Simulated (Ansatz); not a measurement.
**AlH₄+ (singlet): the correlation ladder, cc-pVTZ**

An exercise on one series of results from a longer session: the logs are not shown, and one member is left open.

The runs use Ansatz 0.2.0, Gaussian basis; cc-pVTZ, core rule «outside noble gas», up to 5 orbitals frozen.

The runs, in order: UHF; CCSD(T) on RHF; BCCD(T) on RHF; CCSDT(Q) on RHF.

10 further runs of the same task are left out: 6 for a known fault of the program, 4 set aside as unsound or not needed.

## What is computed

The geometry is a PBE0/def2-TZVP stationary point (not a proven minimum) of the parent state, kept for this charge and spin.

5 atoms, charge 1, spin multiplicity 1.

Atoms are counted from 1 here; the program's logs count them from 0.

Bond lengths: Al1–H4 1.595 Å, Al1–H5 1.595 Å, H2–H3 0.766 Å. Angles: H4–Al1–H5 120.0°.

The first run:

in.yaml reads:

```yaml
crystal:
  periodic: [false, false, false]
  atoms:
    - {symbol: Al, position_ang: [-0.059867, 0.000147, -0.132768]}
    - {symbol: H, position_ang: [0.448722, 0.001802, 1.985772]}
    - {symbol: H, position_ang: [-0.317066, -0.008906, 1.956389]}
    - {symbol: H, position_ang: [0.733301, 1.383310, -0.188797]}
    - {symbol: H, position_ang: [0.737612, -1.380129, -0.199290]}
basis:
  gaussian: {orbitals: cc-pVTZ}
total_charge: 1
magnetization: {spin_polarized: true, initial_magnetization: 0}
hamiltonian: {xc: hf}
output: {orbitals: {seedname: orbitals}}
```

Run with:

```
$ ansatz run in.yaml --threads 1 --pin off --events-out ev --progress --plain --max-ram 2816MiB --backend cpu
```

Among the steps run: UHF; CCSD(T) on RHF; BCCD(T) on RHF; CCSDT(Q) on RHF.

One table of the session follows, with a row left open; its other results are not shown here.

```
   method  from RCCSDT(Q) (kcal/mol)
      RHF                     +78.93
     RMP2                     +17.29
    RCCSD                      +1.15
 RCCSD(T)                      +0.26
  BCCD(T)                      +0.26
   RCCSDT                          ?
RCCSDT(Q)                          0
```

**Question.** Estimate the row for RCCSDT.

The run gave: from RCCSDT(Q) (kcal/mol): +0.02. In the column «from RCCSDT(Q) (kcal/mol)» it lies between RCCSDT(Q) (0) and RCCSD(T) (+0.26).
